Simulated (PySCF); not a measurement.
Compound: C3H7NO.
Geometry (GFN2-xTB, Å), atoms numbered from 1 in this order:
```
atom  x, y, z in Å
C1     1.692    0.653   -0.436
N2     0.622    0.922   -1.028
C3    -0.512    0.054   -0.972
O4    -0.491   -0.984   -0.026
C5    -0.851   -0.576    1.274
H6     1.864   -0.240    0.168
H7     2.511    1.352   -0.532
H8    -0.594   -0.424   -1.957
H9    -1.394    0.698   -0.830
H10   -0.766   -1.458    1.907
H11   -1.885   -0.210    1.294
H12   -0.193    0.212    1.654
```

Method used: PBE0/def2-SVPD in PySCF (dipole) on a GFN2-xTB geometry, gas phase.

Take the most abundant isotopes and a rigid rotor. The values belong to one conformer with, in the numbering `[CH2:1]=[N:2][CH2:3][O:4][CH3:5]`, C1–N2–C3–O4 12°, N2–C3–O4–C5 81°.

(1) What are A, B and C (MHz)?

(2) Classify the top.

(3) Is it planar, by Δ = Ic − Ia − Ib?

(4) List the rotational levels J(Ka,Kc) to J = 2 (cm⁻¹).

(5) Predict some low-J microwave lines.

(6) Estimate the classical rotational partition function at 10 K, 100 K and 200 K.

Answers

(1) Ia = 49.44, Ib = 133.66, Ic = 158.60 u·Å²; 505379 MHz·u·Å²/I gives A = 10222, B = 3781, C = 3187 MHz.

(2) An asymmetric top: κ = (2 × 3781 − 10222 − 3187)/(10222 − 3187) = -0.83.

(3) Not planar: Δ = Ic − Ia − Ib = -24.50 u·Å². For a rigid frame Δ = −2 Σ m c², so Σ m c² = 12.25 u·Å² lies off the ab plane: 4.18 from hydrogen and 8.07 from heavier atoms. The atom farthest from that plane is 1.10 Å away.

(4) Above 0(0,0):
J = 1: 1(0,1) 0.2324, 1(1,1) 0.4473, 1(1,0) 0.4671
J = 2: 2(0,2) 0.6959, 2(1,2) 0.8923, 2(1,1) 0.9518, 2(2,1) 1.5963, 2(2,0) 1.5977
Those of J = 1 are B + C, A + C and A + B.

(5) The dipole components are |μa| = 0.74 D, |μb| = 1.01 D, |μc| = 0.31 D. The squared components, which scale the intensities, stand as 0.53 : 1.00 : 0.09 (a : b : c). Some lines, for components of 0.1 D or more:

| type | branch | J(Ka,Kc) | MHz | lower level (cm⁻¹) |
| --- | --- | --- | --- | --- |
| a | Q | 3(1,2) ← 3(1,3) | 3566 | 1.559 |
| c | Q | 1(1,1) ← 1(0,1) | 6441 | 0.232 |
| b | Q | 1(1,0) ← 1(0,1) | 7036 | 0.232 |
| b | Q | 2(1,1) ← 2(0,2) | 7670 | 0.696 |
| b | R | 3(0,3) ← 2(1,2) | 14861 | 0.892 |
| c | Q | 3(2,2) ← 3(1,2) | 18458 | 1.678 |
| a | R | 3(1,3) ← 2(1,2) | 19987 | 0.892 |
| a | R | 3(0,3) ← 2(0,2) | 20747 | 0.696 |
| a | R | 3(2,2) ← 2(2,1) | 20903 | 1.596 |
| a | R | 3(2,1) ← 2(2,0) | 21059 | 1.598 |
| a | R | 3(1,2) ← 2(1,1) | 21769 | 0.952 |
| b | Q | 3(2,2) ← 3(1,3) | 22023 | 1.559 |
| b | R | 3(1,3) ← 2(0,2) | 25873 | 0.696 |
| b | Q | 3(3,1) ← 3(2,2) | 33717 | 2.294 |
| c | R | 2(2,1) ← 1(1,1) | 34448 | 0.447 |
| b | R | 2(2,0) ← 1(1,1) | 34488 | 0.447 |
| c | R | 3(2,1) ← 2(1,1) | 40422 | 0.952 |
| b | R | 3(2,1) ← 2(1,2) | 42206 | 0.892 |
| b | R | 3(3,1) ← 2(2,0) | 54580 | 1.598 |
| c | R | 3(3,1) ← 2(2,1) | 54620 | 1.596 |

(6) Point group C1, symmetry number σ = 1; q = (√π/σ)·√((kT/h)³/(ABC)), k/h = 20836.6 MHz/K: 480 at 10 K, 15200 at 100 K, 43000 at 200 K.

Stationary, but not proved a minimum. Zero-point vibration and centrifugal distortion are left out. A rigid rotor knows nothing of internal rotation, which can split or shift real lines. Quadrupole hyperfine structure (14N) is left out.
